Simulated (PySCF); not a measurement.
Record of a relaxation.

Species: sulfuryl fluoride, F2O2S.
Atom-mapped SMILES: `[O:1]=[S:2](=[O:3])([F:4])[F:5]`

Method: PBE0-D3(BJ)/def2-TZVP geometry optimisation, gas phase in PySCF; density fitting, grid level 2; the optimiser is geomeTRIC in internal coordinates, started from a GFN2-xTB structure with every atom displaced at random (about 0.01 Å). The frame can shift and turn from step to step; on so coarse a grid that alone can change the energy by a few meV, and forces under 0.02 eV/Å are noise.

Step 0: E = -20354.3163 eV, largest atomic force 2.731 eV/Å
```
atom  x, y, z in Å  |  force x, y, z in eV/Å
O1     -0.218   -1.130   -0.972   -0.118   0.377   0.094
S2     -0.070   -0.165    0.041    1.426   1.939  -1.289
O3     -0.381   -0.379    1.385   -0.061   0.079   0.496
F4     -0.711    1.214   -0.417    0.284  -1.526   0.375
F5      1.413    0.427   -0.075   -1.530  -0.869   0.325
```

Step 1: E = -20354.0284 eV, largest atomic force 4.436 eV/Å
```
atom  x, y, z in Å  |  force x, y, z in eV/Å
O1      0.809   -0.598   -1.129    0.645   1.602   0.517
S2      0.191   -0.008    0.002   -1.266  -4.246  -0.201
O3      0.463   -0.331    1.335    1.688   0.910   0.760
F4     -1.242   -0.526   -0.098   -1.524   0.053  -0.632
F5     -0.187    1.429   -0.148    0.458   1.682  -0.444
```

Step 2: E = -20354.3712 eV, largest atomic force 2.367 eV/Å
```
atom  x, y, z in Å  |  force x, y, z in eV/Å
O1      0.833   -0.563   -1.119   -0.065   0.805   0.398
S2      0.150   -0.049    0.006   -0.113  -2.364   0.038
O3      0.510   -0.304    1.339    0.471   0.341   0.122
F4     -1.305   -0.537   -0.116   -0.305   0.198  -0.217
F5     -0.155    1.419   -0.149    0.012   1.018  -0.342
```

Step 3: E = -20354.4330 eV, largest atomic force 0.400 eV/Å
```
atom  x, y, z in Å  |  force x, y, z in eV/Å
O1      0.837   -0.530   -1.119    0.101  -0.058   0.179
S2      0.145   -0.086    0.021   -0.282  -0.166  -0.185
O3      0.531   -0.300    1.354    0.072  -0.002  -0.123
F4     -1.327   -0.520   -0.125    0.013  -0.157   0.063
F5     -0.153    1.404   -0.169    0.096   0.383   0.066
```

Step 4: E = -20354.4389 eV, largest atomic force 0.115 eV/Å
```
atom  x, y, z in Å  |  force x, y, z in eV/Å
O1      0.840   -0.533   -1.112    0.000  -0.009  -0.054
S2      0.135   -0.084    0.016    0.013  -0.030   0.050
O3      0.531   -0.300    1.345   -0.015   0.032   0.002
F4     -1.332   -0.538   -0.121    0.060   0.096  -0.018
F5     -0.141    1.421   -0.166   -0.057  -0.088   0.020
```

Step 5: E = -20354.4398 eV, largest atomic force 0.036 eV/Å
```
atom  x, y, z in Å  |  force x, y, z in eV/Å
O1      0.841   -0.535   -1.113   -0.004   0.002  -0.005
S2      0.137   -0.085    0.016   -0.025   0.001   0.026
O3      0.532   -0.299    1.346    0.006  -0.008  -0.003
F4     -1.331   -0.532   -0.123    0.023   0.005  -0.009
F5     -0.146    1.417   -0.164    0.000   0.001  -0.009
```

Step 6: E = -20354.4398 eV, largest atomic force under 0.02 eV/Å
```
atom  x, y, z in Å  |  force x, y, z in eV/Å
O1      0.840   -0.535   -1.113    0.005   0.001  -0.001
S2      0.137   -0.085    0.016   -0.009  -0.007  -0.006
O3      0.533   -0.299    1.347   -0.003   0.002  -0.003
F4     -1.330   -0.532   -0.124    0.005   0.002   0.004
F5     -0.146    1.417   -0.164    0.001   0.003   0.005
```

Task: Summarise the path.

Result: The energy falls by 2.85 kcal/mol from step 0 to step 6; nine tenths of that is first reached at step 3. It rises by more than 0.2 meV at step 1. The largest force goes from 2.731 to under 0.02 eV/Å. Among the bonds S2–F5 changes most, from 1.601 to 1.539 Å; the atoms move by 0.041 Å rms after alignment.

The cost below is that of the whole optimisation. Time: 40 s wall, 1.8 min CPU; peak memory 0.66 GiB. Hardware: 2 threads of an Intel Xeon Platinum 8259CL at 2.50 GHz, shared host with 48 logical CPUs at a one-minute load of 15.
